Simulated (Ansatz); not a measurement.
# H₄NSSi+ (SMILES N[SiH]=[SH+]): single points off equilibrium

The task here is to estimate one member of a computed series from the others.

Method: single points in def2-TZVPP; program: Ansatz 0.2.0, Gaussian basis.

Cores are frozen in the correlated methods. B3LYP uses VWN-RPA correlation.

## The system as given

SMILES `N[SiH]=[SH+]`, 7 atoms, charge 1, spin multiplicity 1.

Atoms are counted from 1 here; the program's logs count them from 0.

Bond lengths: N1–Si2 1.719 Å, N1–H4 1.027 Å, N1–H5 1.054 Å, Si2–S3 2.158 Å, Si2–H6 1.465 Å, S3–H7 1.384 Å. Angles: Si2–N1–H4 124.7°, Si2–N1–H5 123.9°, H4–N1–H5 111.3°, N1–Si2–S3 115.6°, N1–Si2–H6 118.9°, S3–Si2–H6 125.5°, Si2–S3–H7 98.5°.

As a file:

```xyz
7
H4NSSi
N    -0.87810    0.65770   -0.88610
Si   -0.14330   -0.24070    0.38170
S     2.00230   -0.43560    0.26390
H    -1.88660    0.83130   -0.97200
H    -0.34460    1.09470   -1.68340
H    -0.98930   -0.77660    1.45090
H     2.21330   -1.09510    1.46220
```

The first run:

Contents of run/in.yaml:

```yaml
crystal:
  periodic: [false, false, false]
  atoms:
    - {symbol: N, position_ang: [-0.878100, 0.657700, -0.886100]}
    - {symbol: Si, position_ang: [-0.143300, -0.240700, 0.381700]}
    - {symbol: S, position_ang: [2.002300, -0.435600, 0.263900]}
    - {symbol: H, position_ang: [-1.886600, 0.831300, -0.972000]}
    - {symbol: H, position_ang: [-0.344600, 1.094700, -1.683400]}
    - {symbol: H, position_ang: [-0.989300, -0.776600, 1.450900]}
    - {symbol: H, position_ang: [2.213300, -1.095100, 1.462200]}
basis:
  gaussian: {orbitals: def2-TZVPP}
total_charge: 1
correlation: {method: ccsd_t}
output: {forces: true}
```

The command line of these runs was not kept.

Among the steps run: CCSD(T)/def2-TZVPP; PBE0-D4/def2-TZVPP; wB97M-V/def2-TZVPP; r2SCAN-D4/def2-TZVPP; PBE-D4/def2-TZVPP; HSE06-D4/def2-TZVPP; B3LYP-D4/def2-TZVPP.

One of the session's tables, all rows but one given; the rest of the session is left out.

| method | RMS force component (eV/Å) | angle to CCSD(T) forces (°) |
| --- | --- | --- |
| CCSD(T) | 0.776 | reference |
| PBE0-D4 | 0.836 | 4.4 |
| wB97M-V | 0.824 | 3.5 |
| r2SCAN-D4 | 0.792 | 4.1 |
| PBE-D4 | 0.676 | 11.7 |
| HSE06-D4 | 0.831 | 4.5 |
| B3LYP-D4 | ? | ? |

Estimate the missing values for B3LYP-D4.

**Answer.** RMS force component (eV/Å): 0.761; angle to CCSD(T) forces (°): 3.1. In the column «RMS force component (eV/Å)» it lies between PBE-D4 (0.676) and CCSD(T) (0.776).
